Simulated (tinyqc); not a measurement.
Inside a calculation (part 2 of 3). Method: UHF in the sto-3g basis, for CH+, spin multiplicity 1. This run ends on a higher stationary point, not on the lowest solution. Computed by tinyqc, a small Python program that keeps every step (integrals from PySCF). Command: `OMP_NUM_THREADS=1 python tinyqc.py 27070 27071 out.jsonl` (the two numbers bound the seeds that draw the settings). One thread of a shared host (Intel(R) Xeon(R) Processor @ 2.60GHz), about 0.3 s of CPU time with the checks.

Geometry (angstrom):
```
atom         x         y         z
C     0.000000  0.000000  0.000000
H     0.000000  0.000000  1.993000
```

## Iteration 3: DIIS over 3 matrices

error matrix X^T (FDS - SDF) X (alpha):
```
           1          2          3          4          5          6
1   0.000000   0.000063  -0.000028   0.000000   0.001201  -0.001285
2  -0.000063   0.000000  -0.004735   0.000042  -0.001323   0.002284
3   0.000028   0.004735   0.000000   0.000000  -0.002838  -0.004695
4   0.000000  -0.000042   0.000000   0.000000   0.000025   0.000042
5  -0.001201   0.001323   0.002838  -0.000025   0.000000  -0.006321
6   0.001285  -0.002284   0.004695  -0.000042   0.006321   0.000000
```

B (overlaps of the stored error matrices), lower triangle:
```
                1               2              3
1   5.4796634e-02
2   1.4790735e-02   5.2861370e-03
3  -1.6958271e-03  -2.2677315e-04  4.1015985e-04
```

Minimise |sum c_i e_i|^2 with sum c_i = 1: solve [B -1; -1 0][c; lambda] = [0; -1] with B_ij = tr e_i^T e_j summed over both spins, and take F = sum c_i F_i.

DIIS coefficients: 0.030451  0.018783  0.950766

extrapolated F(alpha) (hartree), lower triangle:
```
             1C 1s      1C 2s     1C 2px     1C 2py     1C 2pz      2H 1s
1C 1s   -11.531036
1C 2s    -3.071226  -1.782355
1C 2px    0.000592   0.081594  -0.248280
1C 2py   -0.000005  -0.000731   0.000613  -0.179892
1C 2pz   -0.005161  -0.027289  -0.178155   0.001596  -0.501554
2H 1s    -0.103580  -0.230555  -0.049466   0.000443  -0.270602  -0.425582
```

extrapolated F(beta) (hartree), lower triangle:
```
             1C 1s      1C 2s     1C 2px     1C 2py     1C 2pz      2H 1s
1C 1s   -11.531036
1C 2s    -3.071226  -1.782355
1C 2px   -0.000592  -0.081594  -0.248280
1C 2py    0.000005   0.000731   0.000613  -0.179892
1C 2pz   -0.005161  -0.027289   0.178155  -0.001596  -0.501554
2H 1s    -0.103580  -0.230555   0.049466  -0.000443  -0.270602  -0.425582
```

## Iteration 3: diagonalisation and new density

X, lower triangle:
```
            1C 1s      1C 2s    1C 2px    1C 2py     1C 2pz     2H 1s
1C 1s    1.024397
1C 2s   -0.130254   1.031228
1C 2px   0.000000   0.000000  1.000000
1C 2py   0.000000   0.000000  0.000000  1.000000
1C 2pz  -0.001242   0.008398  0.000000  0.000000   1.010076
2H 1s    0.008773  -0.068738  0.000000  0.000000  -0.082912  1.016782
```

Diagonalise F' = X^T F X, C = X C', fill 3 alpha and 3 beta electrons from the bottom; D(s) = C_occ C_occ^T. Each column has its largest component positive (the first on a tie).

F' = X^T F X (alpha) (hartree), lower triangle:
```
            1          2          3          4          5          6
1  -11.312546
2   -1.514990  -1.237348
3   -0.010234   0.085969  -0.248280
4    0.000092  -0.000770   0.000613  -0.179892
5   -0.007236  -0.006739  -0.175164   0.001569  -0.469544
6    0.019798  -0.116283  -0.041129   0.000369  -0.202438  -0.373338
```

orbital energies (alpha) (hartree): MO1 -11.535429, MO2 -1.044204, MO3 -0.687549, MO4 -0.247107, MO5 -0.179886, MO6 -0.126771

coefficients C (alpha):
```
              MO1        MO2        MO3        MO4       MO5        MO6
1C 1s    0.994527  -0.270489   0.030261   0.057009  0.000000  -0.004421
1C 2s    0.021246   1.004891  -0.129896  -0.240916  0.000000   0.004696
1C 2px  -0.000201  -0.086757   0.373758  -0.548939  0.008959   0.742539
1C 2py   0.000002   0.000777  -0.003349   0.004918  0.999960  -0.006653
1C 2pz   0.000747   0.040599   0.734520  -0.334038  0.000000  -0.611923
2H 1s   -0.001616   0.112176   0.459689   0.819429  0.000000   0.387503
```

F' = X^T F X (beta) (hartree), lower triangle:
```
            1          2          3          4          5          6
1  -11.312546
2   -1.514990  -1.237348
3    0.010234  -0.085969  -0.248280
4   -0.000092   0.000770   0.000613  -0.179892
5   -0.007236  -0.006739   0.175164  -0.001569  -0.469544
6    0.019798  -0.116283   0.041129  -0.000369  -0.202438  -0.373338
```

orbital energies (beta) (hartree): MO1 -11.535429, MO2 -1.044204, MO3 -0.687549, MO4 -0.247107, MO5 -0.179886, MO6 -0.126771

coefficients C (beta):
```
              MO1        MO2        MO3        MO4       MO5        MO6
1C 1s    0.994527  -0.270489   0.030261   0.057009  0.000000   0.004421
1C 2s    0.021246   1.004891  -0.129896  -0.240916  0.000000  -0.004696
1C 2px   0.000201   0.086757  -0.373758   0.548939  0.008959   0.742539
1C 2py  -0.000002  -0.000777   0.003349  -0.004918  0.999960  -0.006653
1C 2pz   0.000747   0.040599   0.734520  -0.334038  0.000000   0.611923
2H 1s   -0.001616   0.112176   0.459689   0.819429  0.000000  -0.387503
```

D(alpha) after iteration 3, lower triangle:
```
            1C 1s      1C 2s     1C 2px     1C 2py    1C 2pz     2H 1s
1C 1s    1.063165
1C 2s   -0.254612   1.027130
1C 2px   0.034577  -0.135735   0.147222
1C 2py  -0.000310   0.001216  -0.001319   0.000012
1C 2pz   0.011989  -0.054598   0.271010  -0.002428  0.541169
2H 1s   -0.018039   0.052979   0.162081  -0.001452  0.342204  0.223900
```

D(beta) after iteration 3, lower triangle:
```
            1C 1s      1C 2s     1C 2px    1C 2py    1C 2pz     2H 1s
1C 1s    1.063165
1C 2s   -0.254612   1.027130
1C 2px  -0.034577   0.135735   0.147222
1C 2py   0.000310  -0.001216  -0.001319  0.000012
1C 2pz   0.011989  -0.054598  -0.271010  0.002428  0.541169
2H 1s   -0.018039   0.052979  -0.162081  0.001452  0.342204  0.223900
```

## Iteration 4: building the Fock matrix

core Hamiltonian H = T + V (hartree), lower triangle:
```
             1C 1s      1C 2s     1C 2px     1C 2py     1C 2pz      2H 1s
1C 1s   -18.027137
1C 2s    -4.344063  -4.982985
1C 2px    0.000000   0.000000  -3.926496
1C 2py    0.000000   0.000000   0.000000  -3.926496
1C 2pz   -0.005066  -0.059017   0.000000   0.000000  -3.954780
2H 1s    -0.143160  -0.488598   0.000000   0.000000  -0.522416  -2.059069
```

Two-electron integrals (ij|kl) in chemists' order, unique and non-zero (hartree):
```
(11|11) 3.541948   (21|11) 0.576921   (21|21) 0.111888   (22|11) 0.854682
(22|21) 0.205284   (22|22) 0.624709   (31|31) 0.020296   (32|31) 0.030858
(32|32) 0.137996   (33|11) 0.852436   (33|21) 0.205335   (33|22) 0.624568
(33|33) 0.672833   (41|41) 0.020296   (42|41) 0.030858   (42|42) 0.137996
(43|43) 0.036269   (44|11) 0.852436   (44|21) 0.205335   (44|22) 0.624568
(44|33) 0.600295   (44|44) 0.672833   (51|51) 0.020296   (52|51) 0.030858
(52|52) 0.137996   (53|53) 0.036269   (54|54) 0.036269   (55|11) 0.852436
(55|21) 0.205335   (55|22) 0.624568   (55|33) 0.600295   (55|44) 0.600295
(55|55) 0.672833   (61|11) 0.018830   (61|21) 0.003634   (61|22) 0.006671
(61|33) 0.006653   (61|44) 0.006653   (61|51) 0.000226   (61|52) 0.000425
(61|55) 0.006709   (61|61) 0.000121   (62|11) 0.067271   (62|21) 0.016483
(62|22) 0.058480   (62|33) 0.056995   (62|44) 0.056995   (62|51) 0.001542
(62|52) 0.012414   (62|55) 0.061387   (62|61) 0.000560   (62|62) 0.009018
(63|31) 0.001334   (63|32) 0.007897   (63|53) 0.002222   (63|63) 0.000856
(64|41) 0.001334   (64|42) 0.007897   (64|54) 0.002222   (64|64) 0.000856
(65|11) 0.070911   (65|21) 0.017540   (65|22) 0.065578   (65|33) 0.062766
(65|44) 0.062766   (65|51) 0.002574   (65|52) 0.019446   (65|55) 0.071128
(65|61) 0.000611   (65|62) 0.011808   (65|65) 0.016030   (66|11) 0.265402
(66|21) 0.065908   (66|22) 0.264454   (66|33) 0.255709   (66|44) 0.255709
(66|51) 0.005036   (66|52) 0.057456   (66|55) 0.281763   (66|61) 0.002227
(66|62) 0.060433   (66|65) 0.087297   (66|66) 0.774606
```

nuclear repulsion = 1.59310751 hartree

J_ij = sum D_kl (ij|kl) with D = D(alpha) + D(beta), K_ij = sum D_kl (ik|jl) for each spin; F = H + J - K(s); E = tr D H + tr D J / 2 - 0.5 sum_s tr D(s) K(s) + E_nn.

Coulomb J (hartree), lower triangle:
```
            1C 1s     1C 2s     1C 2px    1C 2py    1C 2pz     2H 1s
1C 1s   10.101968
1C 2s    1.873939  3.971586
1C 2px   0.000000  0.000000   3.946329
1C 2py   0.000000  0.000000  -0.000191  3.924973
1C 2pz   0.000323  0.026289   0.000000  0.000000  4.027522
2H 1s    0.061123  0.372069   0.000000  0.000000  0.422467  1.887430
```

exchange K(alpha) (hartree), lower triangle:
```
            1C 1s      1C 2s     1C 2px     1C 2py    1C 2pz     2H 1s
1C 1s    3.600675
1C 2s    0.600104   0.767191
1C 2px  -0.000589  -0.084822   0.268790
1C 2py   0.000005   0.000760  -0.000840   0.175081
1C 2pz   0.000549  -0.004710   0.183049  -0.001640  0.571299
2H 1s    0.021459   0.116200   0.050665  -0.000454  0.172028  0.256136
```

exchange K(beta) (hartree), lower triangle:
```
            1C 1s      1C 2s     1C 2px    1C 2py    1C 2pz     2H 1s
1C 1s    3.600675
1C 2s    0.600104   0.767191
1C 2px   0.000589   0.084822   0.268790
1C 2py  -0.000005  -0.000760  -0.000840  0.175081
1C 2pz   0.000549  -0.004710  -0.183049  0.001640  0.571299
2H 1s    0.021459   0.116200  -0.050665  0.000454  0.172028  0.256136
```

F(alpha) (hartree), lower triangle:
```
             1C 1s      1C 2s     1C 2px     1C 2py     1C 2pz      2H 1s
1C 1s   -11.525844
1C 2s    -3.070228  -1.778590
1C 2px    0.000589   0.084822  -0.248957
1C 2py   -0.000005  -0.000760   0.000648  -0.176605
1C 2pz   -0.005292  -0.028018  -0.183049   0.001640  -0.498557
2H 1s    -0.103496  -0.232730  -0.050665   0.000454  -0.271976  -0.427776
```

F(beta) (hartree), lower triangle:
```
             1C 1s      1C 2s     1C 2px     1C 2py     1C 2pz      2H 1s
1C 1s   -11.525844
1C 2s    -3.070228  -1.778590
1C 2px   -0.000589  -0.084822  -0.248957
1C 2py    0.000005   0.000760   0.000648  -0.176605
1C 2pz   -0.005292  -0.028018   0.183049  -0.001640  -0.498557
2H 1s    -0.103496  -0.232730   0.050665  -0.000454  -0.271976  -0.427776
```

total energy of this density = -37.31823664 hartree

## Iteration 4: DIIS over 4 matrices

error matrix X^T (FDS - SDF) X (alpha):
```
           1          2          3          4          5          6
1   0.000000   0.000010   0.000515  -0.000005   0.000135  -0.000490
2  -0.000010   0.000000  -0.003881   0.000035  -0.000253   0.002589
3  -0.000515   0.003881   0.000000   0.000000  -0.003578  -0.001336
4   0.000005  -0.000035   0.000000   0.000000   0.000032   0.000012
5  -0.000135   0.000253   0.003578  -0.000032   0.000000   0.001764
6   0.000490  -0.002589   0.001336  -0.000012  -0.001764   0.000000
```

B (overlaps of the stored error matrices), lower triangle:
```
                1               2              3              4
1   5.4796634e-02
2   1.4790735e-02   5.2861370e-03
3  -1.6958271e-03  -2.2677315e-04  4.1015985e-04
4   1.5189600e-03   5.5344721e-04  1.2273268e-04  1.6022063e-04
```

As before.

DIIS coefficients: -0.037975  -0.035692  -0.337563  1.411230

extrapolated F(alpha) (hartree), lower triangle:
```
             1C 1s      1C 2s     1C 2px     1C 2py     1C 2pz      2H 1s
1C 1s   -11.535464
1C 2s    -3.072364  -1.782637
1C 2px    0.000536   0.086779  -0.255503
1C 2py   -0.000005  -0.000778   0.000662  -0.181630
1C 2pz   -0.005483  -0.027032  -0.183806   0.001647  -0.499600
2H 1s    -0.103559  -0.235190  -0.052202   0.000468  -0.275415  -0.427772
```

extrapolated F(beta) (hartree), lower triangle:
```
             1C 1s      1C 2s     1C 2px     1C 2py     1C 2pz      2H 1s
1C 1s   -11.535464
1C 2s    -3.072364  -1.782637
1C 2px   -0.000536  -0.086779  -0.255503
1C 2py    0.000005   0.000778   0.000662  -0.181630
1C 2pz   -0.005483  -0.027032   0.183806  -0.001647  -0.499600
2H 1s    -0.103559  -0.235190   0.052202  -0.000468  -0.275415  -0.427772
```

## Iteration 4: diagonalisation and new density

As before.

F' = X^T F X (alpha) (hartree), lower triangle:
```
            1          2          3          4          5          6
1  -11.316883
2   -1.515670  -1.236759
3   -0.010984   0.091464  -0.255503
4    0.000098  -0.000819   0.000662  -0.181630
5   -0.007703  -0.005689  -0.180602   0.001618  -0.466747
6    0.020496  -0.121106  -0.043799   0.000392  -0.207479  -0.374126
```

orbital energies (alpha) (hartree): MO1 -11.539858, MO2 -1.046210, MO3 -0.695359, MO4 -0.244294, MO5 -0.181624, MO6 -0.124302

coefficients C (alpha):
```
              MO1        MO2        MO3        MO4       MO5        MO6
1C 1s    0.994529  -0.269997   0.029813   0.059555  0.000000  -0.003518
1C 2s    0.021241   1.002862  -0.128330  -0.250080  0.000000   0.000748
1C 2px  -0.000205  -0.093103   0.384490  -0.568520  0.008959   0.721251
1C 2py   0.000002   0.000834  -0.003445   0.005094  0.999960  -0.006462
1C 2pz   0.000775   0.038627   0.728650  -0.312813  0.000000  -0.630020
2H 1s   -0.001616   0.118119   0.461040   0.808447  0.000000   0.406723
```

F' = X^T F X (beta) (hartree), lower triangle:
```
            1          2          3          4          5          6
1  -11.316883
2   -1.515670  -1.236759
3    0.010984  -0.091464  -0.255503
4   -0.000098   0.000819   0.000662  -0.181630
5   -0.007703  -0.005689   0.180602  -0.001618  -0.466747
6    0.020496  -0.121106   0.043799  -0.000392  -0.207479  -0.374126
```

orbital energies (beta) (hartree): MO1 -11.539858, MO2 -1.046210, MO3 -0.695359, MO4 -0.244294, MO5 -0.181624, MO6 -0.124302

coefficients C (beta):
```
              MO1        MO2        MO3        MO4       MO5        MO6
1C 1s    0.994529  -0.269997   0.029813   0.059555  0.000000   0.003518
1C 2s    0.021241   1.002862  -0.128330  -0.250080  0.000000  -0.000748
1C 2px   0.000205   0.093103  -0.384490   0.568520  0.008959   0.721251
1C 2py  -0.000002  -0.000834   0.003445  -0.005094  0.999960  -0.006462
1C 2pz   0.000775   0.038627   0.728650  -0.312813  0.000000   0.630020
2H 1s   -0.001616   0.118119   0.461040   0.808447  0.000000  -0.406723
```

D(alpha) after iteration 4, lower triangle:
```
            1C 1s      1C 2s     1C 2px     1C 2py    1C 2pz     2H 1s
1C 1s    1.062875
1C 2s   -0.253471   1.022652
1C 2px   0.036396  -0.142715   0.156501
1C 2py  -0.000326   0.001279  -0.001402   0.000013
1C 2pz   0.012064  -0.054754   0.276562  -0.002478  0.532423
2H 1s   -0.019754   0.059257   0.166269  -0.001490  0.340498  0.226512
```

D(beta) after iteration 4, lower triangle:
```
            1C 1s      1C 2s     1C 2px    1C 2py    1C 2pz     2H 1s
1C 1s    1.062875
1C 2s   -0.253471   1.022652
1C 2px  -0.036396   0.142715   0.156501
1C 2py   0.000326  -0.001279  -0.001402  0.000013
1C 2pz   0.012064  -0.054754  -0.276562  0.002478  0.532423
2H 1s   -0.019754   0.059257  -0.166269  0.001490  0.340498  0.226512
```

## Iteration 12 (converged): orbitals

converged F(alpha) (hartree), lower triangle:
```
             1C 1s      1C 2s     1C 2px     1C 2py     1C 2pz      2H 1s
1C 1s   -11.521824
1C 2s    -3.069737  -1.773161
1C 2px    0.000642   0.098860  -0.267455
1C 2py   -0.000006  -0.000886   0.000838  -0.173972
1C 2pz   -0.004385  -0.030293  -0.201198   0.001803  -0.480364
2H 1s    -0.103319  -0.235129  -0.055452   0.000497  -0.267653  -0.427963
```

converged F(beta) (hartree), lower triangle:
```
             1C 1s      1C 2s     1C 2px     1C 2py     1C 2pz      2H 1s
1C 1s   -11.521824
1C 2s    -3.069737  -1.773161
1C 2px   -0.000642  -0.098860  -0.267455
1C 2py    0.000006   0.000886   0.000838  -0.173972
1C 2pz   -0.004385  -0.030293   0.201198  -0.001803  -0.480364
2H 1s    -0.103319  -0.235129   0.055452  -0.000497  -0.267653  -0.427963
```

As before.

F' = X^T F X (alpha) (hartree), lower triangle:
```
            1          2          3          4          5          6
1  -11.303109
2   -1.515941  -1.227228
3   -0.012456   0.103986  -0.267455
4    0.000112  -0.000932   0.000838  -0.173972
5   -0.006116  -0.009537  -0.197798   0.001772  -0.448481
6    0.020613  -0.121310  -0.046491   0.000417  -0.200816  -0.375499
```

orbital energies (alpha) (hartree): MO1 -11.526251, MO2 -1.039671, MO3 -0.693943, MO4 -0.249784, MO5 -0.173964, MO6 -0.112131

coefficients C (alpha):
```
              MO1        MO2        MO3        MO4       MO5        MO6
1C 1s    0.994506  -0.269708   0.024957   0.062881  0.000000  -0.008554
1C 2s    0.021327   1.001514  -0.109626  -0.263183  0.000000   0.020576
1C 2px  -0.000240  -0.110936   0.421796  -0.541696  0.008959   0.718517
1C 2py   0.000002   0.000994  -0.003779   0.004853  0.999960  -0.006438
1C 2pz   0.000683   0.033163   0.714673  -0.309479  0.000000  -0.647738
2H 1s   -0.001624   0.117191   0.455804   0.827100  0.000000   0.374078
```

F' = X^T F X (beta) (hartree), lower triangle:
```
            1          2          3          4          5          6
1  -11.303109
2   -1.515941  -1.227228
3    0.012456  -0.103986  -0.267455
4   -0.000112   0.000932   0.000838  -0.173972
5   -0.006116  -0.009537   0.197798  -0.001772  -0.448481
6    0.020613  -0.121310   0.046491  -0.000417  -0.200816  -0.375499
```

orbital energies (beta) (hartree): MO1 -11.526251, MO2 -1.039671, MO3 -0.693943, MO4 -0.249784, MO5 -0.173964, MO6 -0.112131

coefficients C (beta):
```
              MO1        MO2        MO3        MO4       MO5        MO6
1C 1s    0.994506  -0.269708   0.024957   0.062881  0.000000   0.008554
1C 2s    0.021327   1.001514  -0.109626  -0.263183  0.000000  -0.020576
1C 2px   0.000240   0.110936  -0.421796   0.541696  0.008959   0.718517
1C 2py  -0.000002  -0.000994   0.003779  -0.004853  0.999960  -0.006438
1C 2pz   0.000683   0.033163   0.714673  -0.309479  0.000000   0.647738
2H 1s   -0.001624   0.117191   0.455804   0.827100  0.000000  -0.374078
```

D(alpha) after iteration 12, lower triangle:
```
            1C 1s      1C 2s     1C 2px     1C 2py    1C 2pz     2H 1s
1C 1s    1.062407
1C 2s   -0.251642   1.015504
1C 2px   0.040209  -0.157349   0.190219
1C 2py  -0.000360   0.001410  -0.001704   0.000015
1C 2pz   0.009571  -0.045119   0.297767  -0.002668  0.511858
2H 1s   -0.021847   0.067366   0.179256  -0.001606  0.329636  0.221494
```

D(beta) after iteration 12, lower triangle:
```
            1C 1s      1C 2s     1C 2px    1C 2py    1C 2pz     2H 1s
1C 1s    1.062407
1C 2s   -0.251642   1.015504
1C 2px  -0.040209   0.157349   0.190219
1C 2py   0.000360  -0.001410  -0.001704  0.000015
1C 2pz   0.009571  -0.045119  -0.297767  0.002668  0.511858
2H 1s   -0.021847   0.067366  -0.179256  0.001606  0.329636  0.221494
```

## Convergence

Stop when the energy changes by less than 1e-09 hartree and every element of the error matrix X^T (F D S - S D F) X (for each spin) is below 9e-06.

Course of the cycle:
```
iteration   E (hartree)     change  largest element of the error matrix
1          -37.12629997          -                             8.22e-02
2          -37.31335260  -1.87e-01                             2.43e-02
3          -37.31776377  -4.41e-03                             6.32e-03
4          -37.31823664  -4.73e-04                             3.88e-03
5          -37.31853609  -2.99e-04                             2.89e-03
6          -37.31890870  -3.73e-04                             8.39e-04
7          -37.31891963  -1.09e-05                             5.31e-04
8          -37.31892726  -7.63e-06                             1.99e-04
9          -37.31892854  -1.27e-06                             2.74e-05
10         -37.31892854  -4.88e-09                             9.07e-06
11         -37.31892854  -1.44e-09                             5.41e-06
12         -37.31892854  -6.66e-10                             7.08e-07
```

PySCF UHF in the same basis, after a stability check = -37.35800007 hartree

Converged in 12 iterations. But the solution lies 0.03907 hartree above the reference: it is another stationary point, not the lowest one. Reruns (cap 100 unless said): DIIS 8: converged in 10 to a higher stationary point; damping 0.5: converged in 77 to a higher stationary point; level shift 0.5: converged in 64 to a higher stationary point; atomic densities as start, DIIS 8: converged in 7 to a higher stationary point.
